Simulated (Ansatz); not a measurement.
Two isomers of C5H8O: A = `CC1=C(O)CC1`, B = `C#CC(C)OC`.

Isolated molecules relaxed with PBE0-D4/def2-TZVP in Ansatz; ΔE leaves out vibrations. CCSD(T)/CBS adds triple-zeta CCSD(T) − MP2 to the extrapolated MP2 energy (def2 sets, frozen cores). DFT in def2-TZVPP. B3LYP here is the variant with VWN-RPA as its local correlation; programs differ in this. One conformer a species, not always the lowest.

Problem. Which isomer does CCSD(T)/CBS put lower? Give the gap. (Best estimate.)

Solution. The calculation gave: A, by 96.8 kJ/mol.

Problem. Give E(B) − E(A) in kJ/mol with PBE0-D4, MP2/def2-TZVPP, CCSD/def2-TZVPP, B3LYP, HF/def2-TZVPP, B3LYP-D4, r2SCAN-D4. (Estimate.)

Solution. Ansatz gave: PBE0-D4 131.4, MP2/def2-TZVPP 99.5, CCSD/def2-TZVPP 94.2, B3LYP 94.5, HF/def2-TZVPP 76.5, B3LYP-D4 96.4, r2SCAN-D4 113.3. None reverses the order clearly.

Largest T1 diagnostic: 0.011.

From PBE to PBE0 (25 % exact exchange), in def2-TZVPP and without D4, E(B) − E(A) moves by +5.2 kJ/mol. In def2-TZVPP, CCSD(T) changes the Hartree–Fock value by +19.0 kJ/mol (the triples alone add +1.3 kJ/mol) and MP2 by +23.0 kJ/mol.
